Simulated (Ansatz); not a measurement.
B₂H₅F⁺, that is diborane mono F with one electron fewer. The state is a doublet with charge 1. Geometry PBE-D4/def2-TZVP, that of the neutral singlet.

```xyz
8

B    -0.2095    0.4731    0.7149
F    -0.8546    1.6466    0.5552
H     0.0709    0.0904    1.8172
H     0.9069    0.4063   -0.0775
B     0.2163   -0.4862   -0.7131
H    -0.0802   -0.0696   -1.7946
H     0.7886   -1.5226   -0.5391
H    -0.8384   -0.5381    0.0371
```

At PBE-D4/def2-TZVP the gap within one spin of the charge 1 doublet nearly closes, so an electron or hole may be smeared out by delocalisation error.

(1) Estimate the α-spin orbital energies around the gap (eV) in Ansatz with PBE-D4/def2-TZVP, r2SCAN-D4/def2-TZVP, PBE0-D4/def2-TZVP.

Answers

(1) 
```
orbital  PBE-D4/def2-TZVP  r2SCAN-D4/def2-TZVP  PBE0-D4/def2-TZVP
 HOMO−5            -19.21               -19.76             -21.25
 HOMO−4            -18.83               -19.27             -20.68
 HOMO−3            -18.07               -18.65             -20.01
 HOMO−2            -16.64               -17.06             -18.31
 HOMO−1            -16.49               -17.05             -18.26
   HOMO            -15.78               -16.15             -17.24
   LUMO             -8.63                -8.28              -7.60
 LUMO+1             -6.12                -5.64              -5.20
 LUMO+2             -4.94                -4.43              -4.02
 LUMO+3             -4.45                -3.85              -3.54
 LUMO+4             -4.14                -3.29              -3.26
 LUMO+5             -3.20                -2.15              -2.61
 β HOMO            -15.45               -15.72             -16.72
 β LUMO            -15.40               -15.43             -14.87
```
